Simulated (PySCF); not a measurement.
NP.
Structure used (BHandHLYP/def2-TZVP), in Å, numbered top down from 1:
```xyz
2
PN angstrom
N      0.733   -0.004   -0.002
P     -0.730    0.004   -0.011
```

Computed with BHandHLYP/def2-TZVP geometry optimisation, gas phase in PySCF.

Take the most abundant isotopes and a rigid rotor. 

Question: What are the moment of inertia and the rotational constant?

Answer: I = 20.631 u·Å², B = 505379 MHz·u·Å²/I = 24497 MHz (0.8171 cm⁻¹, or 1.176 K as hB/k). For two atoms I = μr² with μ = 9.6434 u and r = 1.4627 Å.

Question: List the first levels of a rigid rotor in a Σ state.

Answer: E(J) = BJ(J+1): J = 1: 1.634, J = 2: 4.903, J = 3: 9.805, J = 4: 16.342, J = 5: 24.514, J = 6: 34.319 cm⁻¹.

Question: Where do the first rotational lines fall?

Answer: The dipole is 3.07 D; J+1 ← J lies at 2B(J+1): 1 ← 0 at 48.99 GHz, 2 ← 1 at 97.99 GHz, 3 ← 2 at 146.98 GHz, 4 ← 3 at 195.97 GHz, 5 ← 4 at 244.97 GHz, 6 ← 5 at 293.96 GHz.

Question: Estimate the classical rotational partition function at 25 K, 50 K and 200 K.

Answer: Point group C∞v, symmetry number σ = 1; q = kT/(σhB), k/h = 20836.6 MHz/K: 21.3 at 25 K, 42.5 at 50 K, 170 at 200 K.

No frequency check. These are rigid-rotor constants of the computed structure; measured ground-state constants (B0) also hold zero-point vibration.
